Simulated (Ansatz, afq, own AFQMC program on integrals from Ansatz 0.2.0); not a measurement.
**ZrB, sextet in def2-SVP, levels against CCSDT(Q)**

```csv
atom,x (Å),y (Å),z (Å)
Zr,0.0000,0.0000,0.0000
B,0.0000,0.0000,2.1472
```

Basis def2-SVP with its core potentials. Noble-gas cores (and the filled d shells of Ga–Kr and In–Xe) are frozen. Ansatz 0.2.0 and our own AFQMC program on the same integrals; the CISD trial comes from CCSD amplitudes, and released means the phaseless constraint is let go. Error bars are statistical, one sigma. No spin–orbit coupling. The metal's outer-core s and p shells are frozen, which shifts wave-function levels against functionals.

Determinant: UHF, the one that the program's search chose, which needn't be the lowest solution. The geometry is a PBE0/def2-TZVP stationary point of this or a neighbouring charge and spin state.

No full CI on the walks' own integrals is used here; CCSDT(Q) serves as the reference and is uncertain by about the last step of the cluster series.

Cautions: no spin-orbit coupling; outer-core shells of the metal frozen; higher spins were not checked; raised T1 diagnostic (T1 0.044, weight of the determinant 0.87, largest double 0.08); the released energies are still falling, so no released level is given (meV from the phaseless value at times in 1/Eh: -31 ± 12 at 0.60, -52 ± 10 at 1.20, -69 ± 16 at 2.00, -88 ± 22 at 3.00, -95 ± 29 at 4.20), though the last usable value meets CCSDT(Q) within the noise.

The T1 diagnostic is 0.0438, the weight of the determinant in the CISD state is 0.873 and the ⟨S²⟩ of the determinant is 8.760. The size of the correlated space is 7 electrons in 40 orbitals.

Reference: CCSDT(Q), correlation energy -3.546 eV.

| level | E − E(reference) (kJ/mol) | share of correlation (%) |
| --- | --- | --- |
| HF | 342.1 | 0.00 |
| MP2 | 77.4 | 77.37 |
| CCSD | 24.1 | 92.94 |
| CCSD(T) | 5.3 | 98.46 |
| CCSDT | 1.6 | 99.54 |
| ph-AFQMC/HF | 28.1 ± 4.3 | 91.80 |
| ph-AFQMC/CISD | 8.9 ± 1.1 | 97.41 |

A walk keeps the symmetry of its determinant, which the program's search chose and which needn't be the lowest solution, so a lower state of the same spin and another symmetry isn't excluded.
